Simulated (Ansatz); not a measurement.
Isolated molecules relaxed with PBE0-D4/def2-TZVP in Ansatz; ΔE leaves out vibrations. CCSD(T)/CBS adds triple-zeta CCSD(T) − MP2 to the extrapolated MP2 energy (def2 sets, frozen cores). This one scheme is used for every species. DFT in def2-TZVPP. HSE06 is defined as in plane-wave codes. Each species was taken in one conformer, which may not be the lowest.

`B[SiH2]O` → BH₃ + `O[SiH]`  (silylene formation by 1,1-elimination)

CCSD(T)/CBS gives +38.4 kcal/mol.

Task: Another level gave +41.0 kcal/mol. Which?
A. HSE06/def2-TZVPP
B. PBE/def2-TZVPP
C. CCSD/def2-TZVPP
D. PBE-D4/def2-TZVPP

Result: A. HSE06 41.0, PBE 38.5, CCSD/def2-TZVPP 36.8, PBE-D4 39.8 kcal/mol.

Largest T1 diagnostic among the species: 0.016.

From PBE to PBE0 (25 % exact exchange), in def2-TZVPP and without D4, ΔE moves by +2.5 kcal/mol. At CCSD(T), def2-SVP lies −4.1 kcal/mol from the extrapolated value and def2-TZVPP −1.3 kcal/mol. Leaving LDA and LC-ωPBE aside and taking each functional with its dispersion term where it has one, the values, not all of them listed here, spread over 9.7 kcal/mol, from BLYP-D4 to r2SCAN0-D4. LDA lies +7.5 kcal/mol from PBE without D4.
